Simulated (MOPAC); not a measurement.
MOPAC input (PM3):

```
PM3 1SCF CHARGE=-1 GEO-OK AUX(PRECISION=9) THREADS=1
C2H3O2

C    -0.15695778 1    0.14380206 1   -0.00182283 1
O     0.16307591 1    1.35350479 1    0.03373055 1
O    -1.29844570 1   -0.37101053 1   -0.03666319 1
C     1.02325564 1   -0.88112702 1    0.00259799 1
H     1.99411815 1   -0.38119220 1   -0.01032534 1
H     0.95217891 1   -1.51222557 1    0.89410494 1
H     0.93887411 1   -1.54258662 1   -0.86496950 1
```

From the last part of the output:

```
                                                       MOPAC v23.2.5 Linux

          FINAL HEAT OF FORMATION =       -118.28913 KCAL/MOL =    -494.92172 KJ/MOL

          COSMO AREA              =         89.65 SQUARE ANGSTROMS
          COSMO VOLUME            =         71.65 CUBIC ANGSTROMS

          IONIZATION POTENTIAL    =          3.879268 EV
          HOMO LUMO ENERGIES (EV) =         -3.879  8.201
          NO. OF FILLED LEVELS    =         12
          MOLECULAR WEIGHT        =         59.0445         POINT GROUP:  Cs

          MOLECULAR DIMENSIONS (Angstroms)

            Atom       Atom       Distance
            H     5    O     3     3.29268
            O     2    H     7     3.03188
            O     2    H     6     1.66966

          SCF CALCULATIONS        =          1

   ATOM   CHEMICAL          X               Y               Z
  NUMBER   SYMBOL      (ANGSTROMS)     (ANGSTROMS)     (ANGSTROMS)

     1       C         -0.15695778  *   0.14380206  *  -0.00182283  *
     2       O          0.16307591  *   1.35350479  *   0.03373055  *
     3       O         -1.29844570  *  -0.37101053  *  -0.03666319  *
     4       C          1.02325564  *  -0.88112702  *   0.00259799  *
     5       H          1.99411815  *  -0.38119220  *  -0.01032534  *
     6       H          0.95217891  *  -1.51222557  *   0.89410494  *
     7       H          0.93887411  *  -1.54258662  *  -0.86496950  *

                             CARTESIAN COORDINATES

   1    C       -0.156957780     0.143802060    -0.001822830
   2    O        0.163075910     1.353504790     0.033730550
   3    O       -1.298445700    -0.371010530    -0.036663190
   4    C        1.023255640    -0.881127020     0.002597990
   5    H        1.994118150    -0.381192200    -0.010325340
   6    H        0.952178910    -1.512225570     0.894104940
   7    H        0.938874110    -1.542586620    -0.864969500

           Empirical Formula: C2 H3 O2  =     7 atoms

      MOLECULAR POINT GROUP   :   Cs

                  EIGENVALUES
 -31.37411 -27.70178 -23.84373 -13.34846 -10.21570  -9.86195  -9.81899  -8.28824
  -7.48037  -4.36285  -4.07185  -3.87927   8.20075   8.76200   9.21708   9.41811
   9.46961  12.89986  14.74680

              NET ATOMIC CHARGES AND DIPOLE CONTRIBUTIONS

  ATOM NO.   TYPE          CHARGE      No. of ELECS.   s-Pop       p-Pop
    1          C           0.441493        3.5585     1.16166     2.39685
    2          O          -0.638512        6.6385     1.88243     4.75608
    3          O          -0.644417        6.6444     1.88292     4.76150
    4          C          -0.212121        4.2121     1.16936     3.04276
    5          H           0.021550        0.9785     0.97845
    6          H           0.015549        0.9845     0.98445
    7          H           0.016458        0.9835     0.98354
 DIPOLE           X         Y         Z       TOTAL
 POINT-CHG.     2.183    -1.798    -0.001     2.828
 HYBRID         0.515    -0.515     0.008     0.728
 SUM            2.697    -2.313     0.007     3.553

          ATOMIC ORBITAL ELECTRON POPULATIONS

     Atom    s        px        py        pz
    1  C   1.16166   0.83565   0.83971   0.72150
    2  O   1.88243   1.86723   1.24635   1.64250
    3  O   1.88292   1.32394   1.79125   1.64631
    4  C   1.16936   1.03502   1.02781   0.97992
    5  H   0.97845
    6  H   0.98445
    7  H   0.98354

 **********************
 *                    *
 * JOB ENDED NORMALLY *
 *                    *
 **********************

 == MOPAC DONE ==
```

The dipole moment of an ion depends on the origin.
